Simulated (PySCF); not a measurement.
Compound: formic acid, CH2O2.
Atom-mapped SMILES: `[O:1]=[CH:2][OH:3]` (hydrogens: H4 on C2; H5 on O3)

Computed with PySCF at wB97X-D/pcSseg-2, non-relativistic, on one gas-phase PBE0-D3(BJ)/def2-TZVP geometry that isn't relaxed in the solvent. The solvent is an IEF-PCM continuum (Bondi radii, 1.10 Å for H, scaled by 1.2). The model holds no explicit solvent molecules, cavitation or dispersion.

Gas phase at wB97X-D/pcSseg-2: HOMO -10.53 eV, LUMO 1.73 eV, dipole 1.59 D.

Question: What does the continuum do to the energy, the frontier levels and the dipole at wB97X-D/pcSseg-2 in chloroform?

Answer: 
```tsv
solvent	ε	E(solvent) − E(gas) (kcal/mol)	polarisation term (kcal/mol)	distortion of the solute (kcal/mol)	HOMO (eV)	LUMO (eV)	dipole (D)
chloroform	4.711	-4.82	-5.28	0.46	-10.53	1.84	1.91
```

Polarisation term: ½ Σ q·V over the induced surface charges. Distortion: the rise of the solute's own energy as its density leaves the gas-phase optimum.

Question: Which radius a makes the point-dipole formula ΔE = −[(ε − 1)/(2ε + 1)]·μ²/a³ give the value in chloroform, with the gas-phase dipole?

Answer: μ = 0.626 au and |ΔE| = 0.00768 Eh give a = 1.39 Å; the farthest nucleus lies 1.45 Å from the centroid of the nuclei, so such a sphere wouldn't even hold the nuclei. The formula assumes a rigid point dipole at the centre of a sphere.

The run took 8.1 s wall on an Arm Neoverse N1 with one thread (shared host), and the process peaked at 0.48 GiB of memory. This is the whole shielding run at wB97X-D/pcSseg-2 in chloroform, SCF included.

Conformer computed: `[O:1]=[CH:2][OH:3]`: H–O3–C2–O1 0°.

Note: wB97X-D ran without an empirical dispersion term, which enters the total energy and its gradient alone.
